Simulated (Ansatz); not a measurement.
Turn this script for the Ansatz DFT code, driven from Python into the input file that the command-line program reads.

`run_energy.py`:
```python
# -*- coding: utf-8 -*-
import ansatz as az

geometry_ang = [
    ("S", (3.2789, 0.3015, -0.8596)),
    ("C", (1.6739, 0.1539, -0.4388)),
    ("S", (0.8092, -1.3763, -0.4637)),
    ("C", (-0.6538, -0.7851, 0.4242)),
    ("C", (-0.9006, 0.6422, -0.0167)),
    ("S", (0.684, 1.5136, 0.0722)),
    ("H", (-0.4673, -0.8415, 1.5025)),
    ("H", (-1.5135, -1.4223, 0.1973)),
    ("H", (-1.6354, 1.1328, 0.6283)),
    ("H", (-1.2754, 0.6812, -1.0456)),
]
c3h4s3 = az.Crystal.molecule()
for symbol, xyz in geometry_ang:
    c3h4s3 = c3h4s3.atom(symbol, xyz)

setup = c3h4s3.calculation()
setup = setup.basis(gaussian="def2-SVPD")
setup = setup.functional(az.LibraryFunctional("B97M-V"))
res = setup.run()
r = res.report

print(f"E = {r['free_energy_ev']:.6f} eV = {r['free_energy_ev'] / 27.211386246:.7f} Ha")
print("converged:", r["converged"], " doubts:", r["published_state_doubts"] or "none")

field = r["mean_field"]
print("<S^2> =", round(abs(field["state"]["spin_squared"]), 4), " all-electron relativity setting:", field["relativity"])
print("passes:", field["passes"])
if "symmetry" in field:
    print("occupied orbitals by irrep:", field["symmetry"]["occupied"])
```

```console
$ python run_energy.py
E = -35662.136048 eV = -1310.5593271 Ha
converged: True  doubts: none
<S^2> = 0.0  all-electron relativity setting: none
passes: {'evaluations': 16, 'products': 15}
occupied orbitals by irrep: [{'A': 35}, {'A': 35}]
```

`input.yaml`:
```yaml
crystal:
  periodic: [false, false, false]
  atoms:
    - { symbol: S, position_ang: [3.2789, 0.3015, -0.8596] }
    - { symbol: C, position_ang: [1.6739, 0.1539, -0.4388] }
    - { symbol: S, position_ang: [0.8092, -1.3763, -0.4637] }
    - { symbol: C, position_ang: [-0.6538, -0.7851, 0.4242] }
    - { symbol: C, position_ang: [-0.9006, 0.6422, -0.0167] }
    - { symbol: S, position_ang: [0.684, 1.5136, 0.0722] }
    - { symbol: H, position_ang: [-0.4673, -0.8415, 1.5025] }
    - { symbol: H, position_ang: [-1.5135, -1.4223, 0.1973] }
    - { symbol: H, position_ang: [-1.6354, 1.1328, 0.6283] }
    - { symbol: H, position_ang: [-1.2754, 0.6812, -1.0456] }
basis:
  gaussian: { orbitals: def2-SVPD }
hamiltonian:
  xc: { name: B97M-V }
```

On the command line:
```console
$ ansatz run input.yaml --threads 1 --pin off --max-ram 4096MiB --backend cpu --events-out ev --progress --plain --runs-dir out
Engine: ansatz 0.2.0, aarch64-unknown-linux-gnu
Functional definition: B97M-V
  parameter cx00 = 1.000
  parameter cx01 = 1.308
  parameter cx02 = 1.901
  parameter cx10 = 0.416
  parameter cx11 = 3.070
  parameter css00 = 1.000
  parameter css02 = -1.855
  parameter css10 = -5.668
  parameter css32 = -20.497
  parameter css42 = -20.364
  parameter cos00 = 1.000
  parameter cos01 = 1.573
  parameter cos03 = -6.298
  parameter cos10 = 2.535
  parameter cos32 = -6.427
  parameter b = 6.0
  parameter c = 0.01
  gx(w, u) = cx00 + cx01*u + cx02*u^2 + (cx10 + cx11*u)*w
  gss(w, u) = css00 + css02*u^2 + css10*w + (css32*w^3 + css42*w^4)*u^2
  gos(w, u) = cos00 + cos01*u + cos03*u^3 + cos10*w + cos32*w^3*u^2
  exchange = spin_sum(e_x_unif_s*gx(b97_w, b97_u_x))
  correlation = spin_sum(e_c_pw_mod_same_spin*gss(b97_w, b97_u_same))
      + integral(e_c_pw_mod_opposite_spin*gos(b97_w_opposite, b97_u_opposite)) + vv10(b, c)
1573 factors; their error is unknown
mean field evaluation 1: about -35656.4896 eV, gradient 4.7e1 eV
mean field evaluation 2: about -35646.5966 eV, gradient 7.7e1 eV
mean field evaluation 4: about -35661.9391 eV, gradient 8.8e0 eV
mean field evaluation 8: about -35662.1923 eV, gradient 2.4e-1 eV
mean field evaluation 16: about -35662.1360 eV, gradient 9.2e-5 eV
mean field -35662.13596175 eV, -1310.5593239303 hartree, gradient 3.6e-5 eV, S^2 0.000000; 0 other end points of the search recorded, 0 dependent functions left out
reference -35662.13604850 eV, -1310.5593271183 hartree; 35, 35 occupied and 138, 138 virtual orbitals, 1573 factors
Total energy: -35662.13604850 eV, -1310.5593271183 hartree
```

Reading the output:
- Total energies depend on the basis set; only differences at equal settings carry meaning.
- The geometry is a force-field or estimated start, not a minimum of this method, and the basis set is short of its limit.
- It ran for 31 s on 1 thread of Arm Neoverse V2 (shared host), peak memory 0.39 GiB.

(Lines on the test bed's own set-up are left out of the output.)
